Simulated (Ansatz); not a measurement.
Two shapes of singlet CH2F2.

Shape 1:

```xyz
5

C     0.5028   -0.0104   -0.0475
H     1.0938    0.6769    0.6109
H     1.1138   -0.6084   -0.6133
F    -0.3106    0.8060   -0.7436
F    -0.2633   -0.8180    0.7834
```

Shape 2:

```xyz
5

C     0.5303    0.0000    0.0000
H     1.2005    0.6977    0.6977
H     1.2005   -0.6977   -0.6977
F    -0.3102    0.8369   -0.8369
F    -0.3102   -0.8369    0.8369
```

Basis set: 6-31G* (spherical functions). Left uncorrelated: 3 orbitals. Charge 0, multiplicity 1.

Computed with Ansatz (development build ahead of 0.2.0); each method stands on the lowest determinant of its kind that the runs found.

(1) Which shape is lower in energy, and by how much in each method?

Results:

(1)

```json
{"method": "RHF", "E(2) − E(1) (eV)": "0.813"}
{"method": "RHF-MP2", "E(2) − E(1) (eV)": "0.443"}
```

Shape 1 is lower.
